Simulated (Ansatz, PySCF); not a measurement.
Molecule: C$_{2}$H$_{5}$ (charge 0, doublet). It need not be the lowest isomer of its formula. 
Coordinates optimised at B3LYP-D3(BJ)/def2-TZVP (Ansatz, an electronic-structure program):
SMILES: [CH2]C
```xyz
7

C     -0.0207    -0.6912     0.0019
C      0.0032     0.7917    -0.0023
H      0.9947    -1.1171     0.0074
H     -0.5251    -1.0873     0.8864
H     -0.5178    -1.0924    -0.8844
H      0.0727     1.3495     0.9213
H      0.0803     1.3441    -0.9285
```
Charge 0, spin multiplicity 2.

Total electronic energies in hartree. Correlated levels leave the core frozen unless marked. Open shells are spin-unrestricted. No spin-orbit coupling. No relativistic terms. Basis-set limits of correlation are two-point, X^-3; Hartree-Fock from the larger set. The bracket is a focal-point correction in the basis named.

```
level                                                                program  energy (Eh)
-------------------------------------------------------------  -------------  -----------
RI-HF/def2-QZVPP                                                      Ansatz    -78.63398
TPSSh-D3(BJ)/def2-TZVPD                                        PySCF + dftd3    -79.19964
MN15/def2-TZVPD                                                        PySCF            …
wB97X/def2-TZVPD                                                      Ansatz    -79.16052
RPA@PBE/cc-pVTZ                                                       Ansatz    -79.20208
MP2/aug-cc-pVDZ                                                       Ansatz    -78.88537
RI-MP2/cc-pVQZ                                                        Ansatz    -78.98447
CCSD/6-31G*                                                           Ansatz    -78.86839
RI-MP2/CBS(aug-cc-pVTZ,aug-cc-pVQZ)+[CCSD(T)-MP2]/aug-cc-pVTZ         Ansatz     -79.0441
```

Question: What belongs in the gaps?

Answer: 
- MN15/def2-TZVPD, energy (Eh): -79.06990
